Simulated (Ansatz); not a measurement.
Born–Oppenheimer molecular dynamics of BClH$_{3}$O (6 atoms, charge 1, multiplicity 1). It starts from a relaxed structure.

All numbers below come from RKS PBE0/def2-SVP in Ansatz.

```
ensemble        : NVT, Nosé–Hoover chain
time step       : 2.5 fs
steps asked     : 120
set temperature : 1000 K
thermostat      : time constant 20 fs, chain length 1
seed            : 314385
```

First frame:

```xyz
6
Properties=species:S:1:pos:R:3
O -0.490 0.187 -0.550
B 0.354 -0.149 0.597
Cl 1.935 -0.604 0.234
H -1.423 0.464 -0.451
H -0.171 0.155 -1.476
H -0.204 -0.053 1.645
```

Question: What does the run give?

Answer: All steps were run.

| Item | Value |
| --- | --- |
| steps done | 120 |
| time covered | 300 fs |
| mean temperature over the second half | 0 K |
| spread of the potential energy over the second half | 9.4 meV per atom |
| mean potential energy of the second half above the start | 1030.8 meV per atom |

The conserved energy changed by up to 170000 meV per atom, so the integration failed: the time step of 2.5 fs is too long for the fastest motions that this run met, and the later frames carry no physical meaning.

Question: What happens to the structure?

Answer: Parted: O1–H4 0.98 → 8.91 Å. It ends as BClH2O + H (total charge +1). Pairs count as bonded within 1.25 times the sum of covalent radii (0.12 Å more for H–H). This is one draw of velocities; another would differ in detail.

Question: How do temperature and energy run in time?

Answer: 
```tsv
time (fs)	T (K)	potential energy less start (eV)	conserved less start (meV/atom)
0.0	1000	0.000	0.00
10.0	211	0.443	4.14
20.0	794	0.281	6.89
30.0	670	0.519	12.34
40.0	2036	1.298	186.61
50.0	2835	3.902	665.21
60.0	1	7.066	172459.11
70.0	0	6.788	172455.51
80.0	0	6.635	172454.65
90.0	0	6.536	172454.27
100.0	0	6.466	172454.05
110.0	0	6.413	172453.91
120.0	0	6.372	172453.81
130.0	0	6.339	172453.74
140.0	0	6.312	172453.69
150.0	0	6.289	172453.65
160.0	0	6.270	172453.62
170.0	0	6.253	172453.60
180.0	0	6.238	172453.58
190.0	0	6.225	172453.57
200.0	0	6.213	172453.56
210.0	0	6.202	172453.55
220.0	0	6.191	172453.55
230.0	0	6.181	172453.55
240.0	0	6.170	172453.55
250.0	0	6.158	172453.56
260.0	0	6.145	172453.58
270.0	0	6.131	172453.59
280.0	0	6.115	172453.61
290.0	0	6.098	172453.63
300.0	0	6.078	172453.65
```

Run time: 100 s on 1 CPU thread of a shared host.
